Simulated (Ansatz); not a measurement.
# Si3H7 (SMILES [SiH3][SiH][SiH3]) at UCCSD/cc-pVDZ

Aim: the vertical doublet–quartet gap of Si3H7 at UCCSD/cc-pVDZ, from 2 runs. 

The calculation is run with Ansatz 0.2.0.

26 further runs of the same task are left out: 26 set aside as unsound or not needed. Runs told in other sessions of the task aren't counted.

## (1) Starting point

Si3H7 has 10 atoms, charge 0, and is taken as a doublet. SMILES: `[SiH3][SiH][SiH3]`. The shape is that of a PBE0-D4/def2-TZVP optimisation.

Bond lengths: Si1–Si2 2.324 Å, Si2–Si3 2.324 Å, Si1–H4 1.487 Å, Si1–H5 1.487 Å, Si1–H6 1.490 Å, Si2–H7 1.491 Å, Si3–H8 1.487 Å, Si3–H9 1.490 Å, Si3–H10 1.487 Å. Some angles: Si1–Si2–Si3 117.3°, Si1–Si2–H7 113.2°, Si3–Si2–H7 113.2°, Si2–Si1–H4 108.6°, Si2–Si1–H5 110.1°, Si2–Si1–H6 112.2°, Si2–Si3–H8 108.6°, Si2–Si3–H9 112.2°, Si2–Si3–H10 110.1°, H4–Si1–H5 109.1°.

## (2) A single-point energy at UCCSD/cc-pVDZ

Input file run.yaml:

```yaml
crystal:
  periodic: [false, false, false]
  atoms:
    - {symbol: Si, position_ang: [-1.326900, 0.854900, -1.209200]}
    - {symbol: Si, position_ang: [0.719400, -0.131600, -0.719600]}
    - {symbol: Si, position_ang: [1.000400, -1.003300, 1.416100]}
    - {symbol: H, position_ang: [-2.411900, -0.065200, -0.777100]}
    - {symbol: H, position_ang: [-1.443700, 1.089800, -2.673000]}
    - {symbol: H, position_ang: [-1.505500, 2.157900, -0.508900]}
    - {symbol: H, position_ang: [1.885800, 0.672200, -1.184600]}
    - {symbol: H, position_ang: [-0.178100, -1.849500, 1.741300]}
    - {symbol: H, position_ang: [1.115000, 0.064100, 2.449300]}
    - {symbol: H, position_ang: [2.228500, -1.840300, 1.468800]}
basis:
  gaussian:
    orbitals: cc-pVDZ
magnetization:
  spin_polarized: true
  initial_magnetization: 1
correlation:
  method: ccsd
  frozen_orbitals: {H: 0, Si: 5}
accuracy: high
scf:
  omitted_lower_state_checks: [cluster_reference, increment]
```

Started as:

```bash
$ ansatz run run.yaml --threads 1 --pin off --max-ram 3480MiB --events-out events.jsonl --progress --plain --runs-dir runs
```

Standard output (excerpt; [...] marks lines left out):

```text
Warning: RAYON_NUM_THREADS=1 ignored (pool sized by the plan → 1); use --threads N
Functional definition: HF
  name "HF"
[...]
2120 factors; integrals over basis functions are off by at most 3.8e-9 eV
[...]
mean field -23696.38675256 eV, -870.8261511688 hartree, gradient 1.0e-8 eV, S^2 0.760642; 0 other end points of the search recorded, 0 dependent functions left out
15 core orbitals not correlated: weight in the atoms' cores, before any rotation towards them, 1.000 or more for the frozen orbitals, at most 0.000 for the correlated occupied ones
reference -23696.38675256 eV, -870.8261511688 hartree; 10, 9 occupied and 64, 65 virtual orbitals, 2120 factors
second order -7.94956882 eV of doubles, -0.00000000 eV of singles
cycle   1  -9.30076199 eV  change    -1.4e0 eV  update   8.9e-2
[...]
cycle  23  -9.79552784 eV  change  -3.0e-11 eV  update   1.0e-9
Total energy: -23706.18228040 eV, -871.1861301773 hartree
Checks for a lower state left out: cluster_reference, increment
```

Run time: 41 s. Hardware: 1 thread of Intel Xeon Platinum 8375C at 2.90GHz (Ice Lake), shared host; peak memory 0.84 GiB.

## (3) The quartet at the same level

Input file job.yaml:

```yaml
crystal:
  periodic: [false, false, false]
  atoms:
    - {symbol: Si, position_ang: [-1.326900, 0.854900, -1.209200]}
    - {symbol: Si, position_ang: [0.719400, -0.131600, -0.719600]}
    - {symbol: Si, position_ang: [1.000400, -1.003300, 1.416100]}
    - {symbol: H, position_ang: [-2.411900, -0.065200, -0.777100]}
    - {symbol: H, position_ang: [-1.443700, 1.089800, -2.673000]}
    - {symbol: H, position_ang: [-1.505500, 2.157900, -0.508900]}
    - {symbol: H, position_ang: [1.885800, 0.672200, -1.184600]}
    - {symbol: H, position_ang: [-0.178100, -1.849500, 1.741300]}
    - {symbol: H, position_ang: [1.115000, 0.064100, 2.449300]}
    - {symbol: H, position_ang: [2.228500, -1.840300, 1.468800]}
basis:
  gaussian:
    orbitals: cc-pVDZ
magnetization:
  spin_polarized: true
  initial_magnetization: 3
correlation:
  method: ccsd
  frozen_orbitals: {H: 0, Si: 5}
accuracy: high
scf:
  omitted_lower_state_checks: [cluster_reference, increment]
```

Started as:

```bash
$ ansatz run job.yaml --threads 1 --pin off --max-ram 3480MiB --events-out events.jsonl --progress --plain --runs-dir runs
```

Standard output:

```text
Warning: RAYON_NUM_THREADS=1 ignored (pool sized by the plan → 1); use --threads N
[... 13 lines left out ...]
15 core orbitals not correlated: weight in the atoms' cores, before any rotation towards them, 1.000 or more for the frozen orbitals, at most 0.000 for the correlated occupied ones
[... 37 lines left out ...]
Total energy: -23699.90854643 eV, -870.9555747062 hartree
Checks for a lower state left out: cluster_reference, increment
```

Run time: 55 s. Hardware: 1 thread of Intel Xeon Platinum 8375C at 2.90GHz (Ice Lake), shared host; peak memory 0.83 GiB.

## (4) Summary of results

At UCCSD/cc-pVDZ, 15 core orbitals frozen:

| quantity | value |
| --- | --- |
| doublet: total energy | -871.18613 Eh |
| doublet: correlation energy (15 core orbitals frozen) | -360.0 mEh |
| doublet: ⟨S²⟩ of the reference determinant | 0.761 |
| doublet: T1 diagnostic | 0.014 |
| quartet: total energy | -870.95557 Eh |
| quartet: correlation energy (15 core orbitals frozen) | -359.9 mEh |
| quartet: ⟨S²⟩ of the reference determinant | 3.765 |
| quartet: T1 diagnostic | 0.021 |
| vertical energy of the quartet above the doublet | 6.274 eV |

In words: At this shape the quartet lies 6.27 eV (145 kcal/mol) above the doublet.
